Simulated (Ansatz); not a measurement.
Computed with Ansatz (a first-principles code) with frozen-core CCSD(T)/cc-pVTZ // B3LYP-D3(BJ)/def2-TZVP.

Ansatz 0.2 input:
```yaml
crystal:
  periodic: [false, false, false]
  atoms:
    - { symbol: C, position_ang: [0.000003, 0.0, 0.000403] }
    - { symbol: H, position_ang: [1.057922, -0.212277, -0.000691] }
    - { symbol: H, position_ang: [-0.712799, -0.810043, 0.000542] }
    - { symbol: H, position_ang: [-0.345125, 1.022322, -0.000253] }
basis:
  gaussian: { orbitals: cc-pVTZ }
correlation:
  method: ccsd_t
magnetization:
  spin_polarized: true
  initial_magnetization: 1
```

Output:

```
Functional definition: HF
394 factors; integrals over basis functions are off by at most 1.0e-3 eV
mean field evaluation 1: about -1076.2611 eV, gradient 1.1e1 eV
mean field evaluation 2: about -1076.2605 eV, gradient 1.1e1 eV
mean field evaluation 4: about -1076.9464 eV, gradient 1.1e0 eV
mean field evaluation 8: about -1076.9579 eV, gradient 4.0e-4 eV
mean field evaluation 16: about -1076.9589 eV, gradient 1.2e-1 eV
mean field -1076.95792700 eV, -39.5774738290 hartree, gradient 7.7e-7 eV, S^2 0.761711; 0 other end points of the search recorded, 0 dependent functions left out
1 core orbitals not correlated
reference -1076.95792700 eV, -39.5774738290 hartree; 4, 3 occupied and 67, 68 virtual orbitals, 394 factors
second order -4.30408423 eV of doubles, -0.00000000 eV of singles
cycle   1  -4.71418771 eV  change   -4.1e-1 eV  update   3.9e-2
cycle   2  -4.85130648 eV  change   -1.4e-1 eV  update   1.4e-2
cycle   3  -4.86410369 eV  change   -1.3e-2 eV  update   4.6e-3
cycle   4  -4.86458473 eV  change   -4.8e-4 eV  update   1.8e-3
cycle   5  -4.86481496 eV  change   -2.3e-4 eV  update   5.5e-4
cycle   6  -4.86489666 eV  change   -8.2e-5 eV  update   1.3e-4
cycle   7  -4.86491330 eV  change   -1.7e-5 eV  update   3.8e-5
cycle   8  -4.86491318 eV  change    1.2e-7 eV  update   1.1e-5
cycle   9  -4.86491184 eV  change    1.3e-6 eV  update   2.6e-6
perturbative correction -0.12845055 eV, -0.0047204707 hartree
Total energy: -1081.95128939 eV, -39.7609765122 hartree
```

Cost: about 5 core-seconds (a rough figure).
